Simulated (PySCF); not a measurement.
## BH2(CCH): computed shieldings and shifts

BH2(CCH), C2H3B, point group C2v.

Geometry (Å), atoms numbered from 1 in this order:
```xyz
6

B     0.570    0.986    0.004
H     1.773    0.987    0.104
H    -0.029    2.030   -0.087
C    -0.185   -0.319   -0.002
C    -0.795   -1.377   -0.007
H    -1.334   -2.308   -0.012
```

GIAO calculations in PySCF 2.14.0 with density-fitted response routines on the PBE0-D3(BJ)/def2-SVP structure: isolated species, non-relativistic, equivalent atoms averaged; basis pcSseg-1.

(1) Give the isotropic shieldings (ppm) with PBE0, wB97X-D.

(2) And the chemical shifts, against references computed in the same way?

(3) Which part of the shielding of C5 depends on the functional?

(4) What couplings does B3LYP/pcJ-1 give?

Answers

(1) 
```csv
atoms,environment,PBE0,wB97X-D
C5,"carbon bonded to C, H",35.5,38.3
C4,"carbon bonded to C, B",85.5,89.9
B1,"boron bonded to C, 2 H",30.5,35.1
H2/H3,hydrogen on a boron bonded to C,24.45,24.78
H6,hydrogen on a carbon bonded to C,25.36,25.71
HOMO–LUMO gap (eV),–,5.65,9.40
```

(2) 
```tsv
atoms	nucleus, reference	PBE0	wB97X-D
C5	¹³C, TMS	148.9	146.3
C4	¹³C, TMS	98.9	94.6
B1	¹¹B, BF3·OEt2	70.2	66.5
H2/H3	¹H, TMS	6.82	6.60
H6	¹H, TMS	5.91	5.67
```

(3) Diamagnetic: PBE0 261, wB97X-D 262 ppm; paramagnetic: PBE0 -226, wB97X-D -223 ppm. The diamagnetic part, set mainly by inner electrons, hardly moves; the paramagnetic part goes with low-lying magnetically allowed excitations and carries the spread.

(4) ¹J(C5,H6) = 266.3, ¹J(C4,C5) = 171.7, ¹J(B1,H2) = 147.6, ¹J(B1,C4) = 96.5, ²J(C4,H6) = 46.4, ²J(B1,C5) = 18.8, ²J(H2,C4) = 3.4, ²J(H2,H3) = -3.1, ³J(H2,C5) = 4.7, ³J(B1,H6) = 3.1 Hz (averaged over equivalent pairs; isotopes ¹³C, ¹H, ¹¹B).
